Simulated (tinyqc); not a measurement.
Inside a calculation. Method: CCSD on RHF in the sto-3g basis, for HF, spin multiplicity 1. One step of it, computed by the program tinyqc.

Problem. Iteration 1: building the Fock matrix. J_ij = sum D_kl (ij|kl), K_ij = sum D_kl (ik|jl); F = H + J - 0.5 K; E = tr D H + tr D J / 2 - 0.25 tr D K + E_nn.

D at the start, order 1F 1s, 1F 2s, 1F 2px, 1F 2py, 1F 2pz, 2H 1s:
$$\begin{pmatrix}
2.081691 & -0.330407 & 0.000000 & 0.000000 & 0.113038 & -0.184931 \\
-0.330407 & 1.431890 & 0.000000 & 0.000000 & -0.425006 & 0.495029 \\
0.000000 & 0.000000 & 2.000000 & 0.000000 & 0.000000 & 0.000000 \\
0.000000 & 0.000000 & 0.000000 & 2.000000 & 0.000000 & 0.000000 \\
0.113038 & -0.425006 & 0.000000 & 0.000000 & 1.742829 & 0.248088 \\
-0.184931 & 0.495029 & 0.000000 & 0.000000 & 0.248088 & 0.270416
\end{pmatrix}$$

core Hamiltonian H = T + V (hartree), order 1F 1s, 1F 2s, 1F 2px, 1F 2py, 1F 2pz, 2H 1s:
$$\begin{pmatrix}
-40.627710 & -9.533105 & 0.000000 & 0.000000 & -0.016424 & -2.189845 \\
-9.533105 & -11.099636 & 0.000000 & 0.000000 & -0.193970 & -4.385827 \\
0.000000 & 0.000000 & -8.753517 & 0.000000 & 0.000000 & 0.000000 \\
0.000000 & 0.000000 & 0.000000 & -8.753517 & 0.000000 & 0.000000 \\
-0.016424 & -0.193970 & 0.000000 & 0.000000 & -8.883231 & -2.781935 \\
-2.189845 & -4.385827 & 0.000000 & 0.000000 & -2.781935 & -5.621919
\end{pmatrix}$$

Two-electron integrals (ij|kl) in chemists' order, unique and non-zero (hartree):
```
(11|11) 5.403501   (21|11) 0.841920   (21|21) 0.156299   (22|11) 1.268028
(22|21) 0.292344   (22|22) 0.926167   (31|31) 0.027998   (32|31) 0.043169
(32|32) 0.204588   (33|11) 1.264502   (33|21) 0.292403   (33|22) 0.925959
(33|33) 0.997514   (41|41) 0.027998   (42|41) 0.043169   (42|42) 0.204588
(43|43) 0.053770   (44|11) 1.264502   (44|21) 0.292403   (44|22) 0.925959
(44|33) 0.889973   (44|44) 0.997514   (51|51) 0.027998   (52|51) 0.043169
(52|52) 0.204588   (53|53) 0.053770   (54|54) 0.053770   (55|11) 1.264502
(55|21) 0.292403   (55|22) 0.925959   (55|33) 0.889973   (55|44) 0.889973
(55|55) 0.997514   (61|11) 0.195409   (61|21) 0.035931   (61|22) 0.066649
(61|33) 0.066553   (61|44) 0.066553   (61|51) 0.001449   (61|52) 0.002701
(61|55) 0.066850   (61|61) 0.008343   (62|11) 0.454388   (62|21) 0.105993
(62|22) 0.370025   (62|33) 0.364914   (62|44) 0.364914   (62|51) 0.007122
(62|52) 0.053705   (62|55) 0.379903   (62|61) 0.024649   (62|62) 0.176047
(63|31) 0.011576   (63|32) 0.066764   (63|53) 0.011523   (63|63) 0.027246
(64|41) 0.011576   (64|42) 0.066764   (64|54) 0.011523   (64|64) 0.027246
(65|11) 0.291021   (65|21) 0.068816   (65|22) 0.257387   (65|33) 0.246074
(65|44) 0.246074   (65|51) 0.015675   (65|52) 0.102775   (65|55) 0.279726
(65|61) 0.016734   (65|62) 0.150049   (65|65) 0.154358   (66|11) 0.571955
(66|21) 0.135603   (66|22) 0.542325   (66|33) 0.523166   (66|44) 0.523166
(66|51) 0.012503   (66|52) 0.128922   (66|55) 0.580005   (66|61) 0.031796
(66|62) 0.316871   (66|65) 0.313736   (66|66) 0.774606
```

nuclear repulsion = 5.42436777 hartree

Give: Coulomb J; exchange K; Fock matrix F; total energy of this density.

Solution.

Coulomb J (hartree), order 1F 1s, 1F 2s, 1F 2px, 1F 2py, 1F 2pz, 2H 1s:
$$\begin{pmatrix}
20.446 & 3.910 & 0.000 & 0.000 & -0.013 & 0.897 \\
3.910 & 9.706 & 0.000 & 0.000 & -0.026 & 3.809 \\
0.000 & 0.000 & 9.691 & 0.000 & 0.000 & 0.000 \\
0.000 & 0.000 & 0.000 & 9.691 & 0.000 & 0.000 \\
-0.013 & -0.026 & 0.000 & 0.000 & 9.710 & 2.621 \\
0.897 & 3.809 & 0.000 & 0.000 & 2.621 & 5.541
\end{pmatrix}$$

exchange K (hartree), order 1F 1s, 1F 2s, 1F 2px, 1F 2py, 1F 2pz, 2H 1s:
$$\begin{pmatrix}
11.043 & 1.952 & 0.000 & 0.000 & 0.010 & 0.459 \\
1.952 & 3.035 & 0.000 & 0.000 & -0.142 & 1.351 \\
0.000 & 0.000 & 2.594 & 0.000 & 0.000 & 0.000 \\
0.000 & 0.000 & 0.000 & 2.594 & 0.000 & 0.000 \\
0.010 & -0.142 & 0.000 & 0.000 & 2.553 & 0.814 \\
0.459 & 1.351 & 0.000 & 0.000 & 0.814 & 1.174
\end{pmatrix}$$

Fock matrix F (hartree), order 1F 1s, 1F 2s, 1F 2px, 1F 2py, 1F 2pz, 2H 1s:
$$\begin{pmatrix}
-25.703 & -6.600 & 0.000 & 0.000 & -0.034 & -1.522 \\
-6.600 & -2.911 & 0.000 & 0.000 & -0.149 & -1.252 \\
0.000 & 0.000 & -0.359 & 0.000 & 0.000 & 0.000 \\
0.000 & 0.000 & 0.000 & -0.359 & 0.000 & 0.000 \\
-0.034 & -0.149 & 0.000 & 0.000 & -0.449 & -0.568 \\
-1.522 & -1.252 & 0.000 & 0.000 & -0.568 & -0.668
\end{pmatrix}$$

total energy of this density = -98.31995 hartree
